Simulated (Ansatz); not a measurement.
Elastic constant C13 (GPa) of solids drawn from the class of oxides, at two levels: PBE (PAW; Ansatz, an electronic-structure program), and LDA in Ansatz (PAW).

| solid | PBE | LDA |
|---|---|---|
| rutile SnO₂ | 128 | 155 |
| rutile TiO₂ | 148 | 175 |
| A-type hexagonal La₂O₃ | 77.5 | 94.4 |
| stishovite (SiO2) | 177 | ? |
| corundum (α-Al2O3) | 106 | 127 |
| anatase TiO₂ (metastable phase) | 141 | 160 |

Estimate the withheld LDA value from the other rows.

One way: carry over the typical ratio. The ratios LDA / PBE of the other rows, in order: 1.135, 1.182, 1.198, 1.211, 1.218; median 1.198. Stishovite (SiO2): 177 × 1.198 = 212 GPa; the run gives 195 GPa. The ratios spread from 1.135 to 1.218, so such an estimate is rough. Stishovite (SiO2) lies outside that spread.

Over all 6 rows LDA is the larger in 6.

Ansatz's runs of these crystals have no spin polarisation.

Spin–orbit coupling is left out, also for the solids with elements from indium on (rutile SnO2, A-type hexagonal La2O3); its size isn't shown.

Each level is taken at its own relaxed cell. Ansatz's density-functional and Hartree–Fock values are scalar-relativistic unless marked +SOC, with PAW data made under PBE.
